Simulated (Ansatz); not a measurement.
[AlMeH3]- (CH₆Al⁻). Total charge -1; singlet. Geometry B3LYP-D4/def2-TZVPD, basis def2-TZVPD, Ansatz.

```xyz
8

Al   -0.752   -0.548   -0.239
C     0.837    0.609    0.266
H     0.626    1.677    0.120
H     1.723    0.370   -0.337
H     1.118    0.477    1.319
H    -0.373   -2.132   -0.018
H    -1.139   -0.296   -1.817
H    -2.040   -0.158    0.706
```

| run | HOMO (eV) | LUMO (eV) |
| --- | --- | --- |
| A | -3.44 | 4.21 |
| B | -1.33 | 4.18 |
| C | -2.27 | 3.92 |
| D | -4.69 | 4.94 |
| E | -5.03 | 4.91 |
| F | -4.52 | 4.36 |

LC-ωPBE has ω = 0.4 bohr⁻¹.

Question: The runs used BHLYP, LC-ωPBE, PBE0, r2SCAN, ωB97M-V, ωB97X-V. Estimate which is which.

Answer: A BHLYP (50 % exact exchange); B r2SCAN (0 % exact exchange); C PBE0 (25 % exact exchange); D ωB97X-V (range-separated); E LC-ωPBE (range-separated); F ωB97M-V (range-separated). Exact exchange lowers occupied and raises empty levels; among semilocal functionals meta-GGAs tend to open the gap a little, and such runs are hard to tell apart. The gap grows from 5.51 eV (r2SCAN) to 9.93 eV (LC-ωPBE).
